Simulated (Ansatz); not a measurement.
# C4H10O2: how energies converge with the basis set

The task here is to estimate one member of a computed series from the others.

Program: Ansatz 0.2.0, Gaussian basis. Level of theory: one geometry, several basis sets. These are calculated values, not measurements.

Plan: PBE0-D4/def2-SVP; ωB97M-V/def2-SVP; PBE0-D4/def2-QZVPP; ωB97M-V/def2-QZVPP; the functionals' def2-TZVPP values are taken from earlier runs.

## Structure used throughout

An earlier PBE0-D4 in a triple-zeta def2 set relaxation fixed the geometry.

SMILES `COC(C)OC`, 16 atoms, charge 0, spin multiplicity 1.

Atoms are counted from 1 here; the program's logs count them from 0.

Bond lengths: C1–O2 1.408 Å, C1–H7 1.090 Å, C1–H8 1.099 Å, C1–H9 1.093 Å, O2–C3 1.383 Å, C3–C4 1.508 Å, C3–O5 1.411 Å, C3–H10 1.108 Å, C4–H11 1.091 Å, C4–H12 1.091 Å, C4–H13 1.091 Å, O5–C6 1.400 Å, C6–H14 1.099 Å, C6–H15 1.090 Å, C6–H16 1.098 Å. Angles: O2–C1–H7 107.0°, O2–C1–H8 111.0°, O2–C1–H9 111.6°, H7–C1–H8 109.0°, H7–C1–H9 109.4°, H8–C1–H9 108.9°, C1–O2–C3 113.8°, O2–C3–C4 107.8°, O2–C3–O5 108.5°, O2–C3–H10 109.8°, C4–C3–O5 111.9°, C4–C3–H10 111.0°, O5–C3–H10 107.8°, C3–C4–H11 110.3°, C3–C4–H12 109.1°, C3–C4–H13 110.7°, H11–C4–H12 109.1°, H11–C4–H13 108.6° and more.

Set-up of the first run:

in.yaml

```yaml
crystal:
  periodic: [false, false, false]
  atoms:
    - {symbol: C, position_ang: [-1.256136, -1.374085, 1.286872]}
    - {symbol: O, position_ang: [-0.383336, -1.469037, 0.186315]}
    - {symbol: C, position_ang: [0.306369, -0.301101, -0.081587]}
    - {symbol: C, position_ang: [1.312683, -0.597057, -1.165679]}
    - {symbol: O, position_ang: [-0.620998, 0.684441, -0.479368]}
    - {symbol: C, position_ang: [-0.180935, 1.999011, -0.280663]}
    - {symbol: H, position_ang: [-1.674816, -2.367114, 1.447340]}
    - {symbol: H, position_ang: [-0.715254, -1.064370, 2.191705]}
    - {symbol: H, position_ang: [-2.065765, -0.664358, 1.097253]}
    - {symbol: H, position_ang: [0.809142, 0.058276, 0.838448]}
    - {symbol: H, position_ang: [2.023682, -1.351221, -0.825774]}
    - {symbol: H, position_ang: [0.788908, -0.970780, -2.046666]}
    - {symbol: H, position_ang: [1.864605, 0.304644, -1.435976]}
    - {symbol: H, position_ang: [0.109889, 2.173527, 0.764804]}
    - {symbol: H, position_ang: [-1.011815, 2.659409, -0.529272]}
    - {symbol: H, position_ang: [0.670776, 2.257217, -0.923452]}
basis:
  gaussian: {orbitals: def2-SVP}
hamiltonian: {xc: pbe0, dispersion: d4}
output: {orbitals: {seedname: orbitals}}
```

Started as:

```sh
ansatz run in.yaml --threads 2 --pin off --events-out ev --progress --plain --max-ram 22528MiB --backend cpu
```

Steps of the session up to this table: PBE0-D4 in def2-SVP; ωB97M-V in def2-SVP; PBE0-D4 in def2-QZVPP; ωB97M-V in def2-QZVPP.

One table of the session follows, with a row left open; its other results are not shown here.

It belongs to the step «Functionals by basis». 

```
functional       basis  HOMO (eV)  LUMO (eV)
   PBE0-D4    def2-SVP      -7.37       1.81
   PBE0-D4  def2-TZVPP      -7.50       1.27
   PBE0-D4  def2-QZVPP      -7.54       0.74
   ωB97M-V    def2-SVP          ?          ?
   ωB97M-V  def2-TZVPP      -9.93       2.74
   ωB97M-V  def2-QZVPP      -9.96       1.85
```

Q: Estimate the row for ωB97M-V, def2-SVP from the others.

**Answer.** HOMO (eV): -9.79; LUMO (eV): 3.49. In the column «HOMO (eV)» it lies between ωB97M-V, def2-TZVPP (-9.93) and PBE0-D4, def2-QZVPP (-7.54).
